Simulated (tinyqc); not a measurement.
A ladder of methods, and size consistency: correlation methods against full CI in the sto-3g basis, for H2O, spin multiplicity 1. Computed by the program tinyqc with PySCF. All electrons correlated; +Q is the Davidson correction (1 - c0^2) E_corr. The last columns treat two copies 100 angstrom apart as one system. FCI is the lowest singlet.

Geometry (angstrom):

| atom | x | y | z |
|---|---|---|---|
| O | 0.0000 | 0.0000 | 0.0000 |
| H | 0.0000 | 0.8080 | 0.5370 |
| H | 0.0000 | -0.8080 | 0.5370 |

RHF energy of one = -74.958768 hartree

Correlation energies (hartree):

| method | E_corr of one | share of FCI (%) | E_corr of two at 100 angstrom | two minus twice one (mhartree) |
|---|---|---|---|---|
| MP2 | -0.035472 | 71.0180 | -0.070945 | 0.0000 |
| CISD | -0.049197 | 98.4957 | -0.095933 | 2.4606 |
| CISD+Q | -0.050494 | 101.0930 | -0.100604 | 0.3845 |
| CCSD | -0.049802 | 99.7070 | -0.099604 | 0.0000 |
| CCSD(T) | -0.049890 | 99.8840 | -0.099781 | 0.0000 |
| FCI | -0.049948 | 100.0000 | - | - |

What does the comparison show, and why?

MP2 recovers 71 %, CISD 98.5 % and CCSD 99.7 % of the FCI value (c0^2 = 0.974 in CISD). MP2 and coupled cluster are size consistent, so their last column vanishes; CISD loses 2.46 mhartree, since a double excitation on each copy is a quadruple of the pair, and the Davidson correction leaves +0.38.
